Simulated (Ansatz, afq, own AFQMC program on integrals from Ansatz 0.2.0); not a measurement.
Two steps: Ansatz 0.2.0 writes the Fock matrix and Cholesky factors of the valence space, and afq projects on them the lowest state that overlaps trial and start.

```yaml
crystal:
  periodic: [false, false, false]
  atoms:
    - {symbol: Br, position_ang: [0.000000, 0.000000, 0.000000]}
basis:
  gaussian: {orbitals: cc-pVDZ}
total_charge: 1
magnetization: {spin_polarized: true, initial_magnetization: 2}
correlation: {method: ccsd_t, electrons: outside_noble_gas, hamiltonian_folder: ham}
```

```sh
$ ansatz run in.yaml --threads 1 --pin off --events-out ev --progress --plain --max-ram 16896MiB --backend cuda --devices 0, --max-vram 18GiB
```

Options of the walk:

```
--method free --trial cid --walkers 20 --time-step 0.01 --max-blocks 120 --target-error 0.00058 --factor-cut 1e-05 --seed 4697 --times 0.0,0.2,0.4,0.8,1.2 --taylor-order 6
```

Times are imaginary, in 1/Eh. The walk had a cap of 60 s. Filled inner d shells are frozen with the cores.

Log:

```
orbitals 13  electrons 4 2  factors 69 of 193
reference energy -2571.97137370 Eh
CCSD correlation -0.08809682 Eh in 8 cycles, weight of the determinant in the CISD state 0.9562
repeat  energy at the last time / Eh  error
    10  -2572.060758  0.000191
    20  -2572.060473  0.000121
    30  -2572.060491  0.000091
time / (1/Eh)  energy / Eh  error  mean overlap
  0.00  -2572.059460  0.000030  1.0460
  0.20  -2572.059922  0.000054  1.0436
  0.40  -2572.060214  0.000071  1.0429
  0.80  -2572.060412  0.000083  1.0407
  1.20  -2572.060477  0.000088  1.0666
energy -2572.060477 +/- 0.000088 Eh
```

The run passed its tests (error under three times the target), which doesn't prove that it has relaxed.

Against this walk (error 2.4 meV) on the same determinant: CCSD(T) 5.3 meV higher, CCSDT(Q) 1.9 meV lower (within the noise), CCSDTQ 2.4 meV lower (within the noise), full CI 2.4 meV lower (within the noise). The error is statistical, and a free projection of finite length keeps a remainder of its start. The last points still move (meV from the last: 27.7 ± 0.8 at 0.00, 15.1 ± 1.5 at 0.20, 7.2 ± 1.9 at 0.40, 1.8 ± 2.2 at 0.80, 0.0 ± 2.4 at 1.20), but the last one has reached full CI within the noise or passed it, so little can be left to fall.

Cautions: remainder of the start not in the error; no relativity below Rb; no spin-orbit coupling; inner d shell frozen; so few walkers bias the energy.

The walk took 5.4 s on 1 × NVIDIA H100 80GB HBM3 with 2 threads of AMD EPYC 7R13 Processor (Zen 3) (shared host) (the card was shared). The log's last line is the free-projection energy.

CCSDT and higher add their correlation energy to the determinant of the CCSD(T) run, since their own runs factorise the integrals more tightly (a shift of under 2 meV). A walk keeps the symmetry of its determinant, which the program's search chose and which needn't be the lowest solution, so a lower state of the same spin and another symmetry isn't excluded.
